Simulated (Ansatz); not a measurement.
# CHClLi+ (SMILES [Li][CH+]Cl): one structure at several levels

The atoms stand at a structure displaced at random from a GFN2-xTB minimum. How far do the functionals agree with CCSD(T) there?

Program: Ansatz 0.2.0, Gaussian basis. Level of theory: single points in def2-TZVPP. These are calculated values, not measurements.

Cores are frozen in the correlated methods. The outer core shell of Li, Na, Mg and K is correlated.

**1. Starting geometry**

SMILES `[Li][CH+]Cl`, 4 atoms, charge 1, spin multiplicity 1.

Atoms are counted from 1 here; the program's logs count them from 0.

Bond lengths: Li1–C2 2.272 Å, C2–Cl3 1.576 Å, C2–H4 1.152 Å. Angles: Li1–C2–Cl3 111.7°, Li1–C2–H4 133.0°, Cl3–C2–H4 114.4°.

As a file:

```xyz
4
charge 1, multiplicity 1
Li    1.3246   -0.7254    1.4125
C    -0.2040   -0.0929   -0.1452
Cl   -0.1312    1.4539   -0.4384
H    -1.1068   -0.6263   -0.6223
```

**2. CCSD(T)/def2-TZVPP**

run/in.yaml reads:

```yaml
crystal:
  periodic: [false, false, false]
  atoms:
    - {symbol: Li, position_ang: [1.324600, -0.725400, 1.412500]}
    - {symbol: C, position_ang: [-0.204000, -0.092900, -0.145200]}
    - {symbol: Cl, position_ang: [-0.131200, 1.453900, -0.438400]}
    - {symbol: H, position_ang: [-1.106800, -0.626300, -0.622300]}
basis:
  gaussian: {orbitals: def2-TZVPP}
total_charge: 1
correlation: {method: ccsd_t}
output: {forces: true}
```

No record of the launch command was kept for these runs.

**3. PBE0-D4/def2-TZVPP**

Edit run/in.yaml of step 2 so:

```diff
@@ -10,3 +10,3 @@
 total_charge: 1
-correlation: {method: ccsd_t}
-output: {forces: true}
+hamiltonian: {xc: pbe0, dispersion: d4}
+output: {forces: true, orbitals: {seedname: orbitals}}
```

**4. wB97M-V/def2-TZVPP**

Edit run/in.yaml of step 3 so:

```diff
@@ -10,3 +10,3 @@
 total_charge: 1
-hamiltonian: {xc: pbe0, dispersion: d4}
-output: {forces: true, orbitals: {seedname: orbitals}}
+hamiltonian: {xc: {name: wB97M-V}}
+output: {forces: true}
```

**5. r2SCAN-D4/def2-TZVPP**

Edit run/in.yaml of step 4 so:

```diff
@@ -10,3 +10,3 @@
 total_charge: 1
-hamiltonian: {xc: {name: wB97M-V}}
+hamiltonian: {xc: r2scan, dispersion: d4}
 output: {forces: true}
```

**6. PBE-D4/def2-TZVPP**

Edit run/in.yaml of step 5 so:

```diff
@@ -10,3 +10,3 @@
 total_charge: 1
-hamiltonian: {xc: r2scan, dispersion: d4}
+hamiltonian: {xc: pbe, dispersion: d4}
 output: {forces: true}
```

**7. SPW92/def2-TZVPP**

Edit run/in.yaml of step 6 so:

```diff
@@ -10,3 +10,3 @@
 total_charge: 1
-hamiltonian: {xc: pbe, dispersion: d4}
+hamiltonian: {xc: lda}
 output: {forces: true}
```

**8. wB97X-V/def2-TZVPP**

Edit run/in.yaml of step 7 so:

```diff
@@ -10,3 +10,3 @@
 total_charge: 1
-hamiltonian: {xc: lda}
+hamiltonian: {xc: {name: wB97X-V}}
 output: {forces: true}
```

(Steps that only read results are left out.)

What does the calculation give? Wanted: energy less free atoms, CCSD(T)/def2-TZVPP; RMS force component; RMS force error; HOMO and LUMO, PBE0-D4; T1 diagnostic.

As calculated:

```
                                  quantity                                                                                         value
energy less free atoms, CCSD(T)/def2-TZVPP                                                                                     -3.508 eV
                       RMS force component                                                          1.057 to 1.409 eV/Å over the methods
                           RMS force error  PBE0-D4 0.200, wB97M-V 0.155, r2SCAN-D4 0.107, PBE-D4 0.146, SPW92 0.388, wB97X-V 0.156 eV/Å
                    HOMO and LUMO, PBE0-D4                                                                           -12.33 and -8.31 eV
                             T1 diagnostic                                                                                         0.019
```

**Reading.** Against CCSD(T) the functionals' energies less atoms differ by -2.025 to -0.276 eV, PBE-D4 by -0.633 eV. A larger basis would deepen the CCSD(T) value, while the functionals are nearly converged already, so the order here is not reliable. The forces of r2SCAN-D4 come nearest to CCSD(T), those of SPW92 are farthest. Frozen-core CCSD(T) forces in triple zeta carry basis errors of their own, and this is one geometry, so small gaps rank nothing. The restricted Hartree–Fock reference is unstable towards an unrestricted one at one or more of these structures.
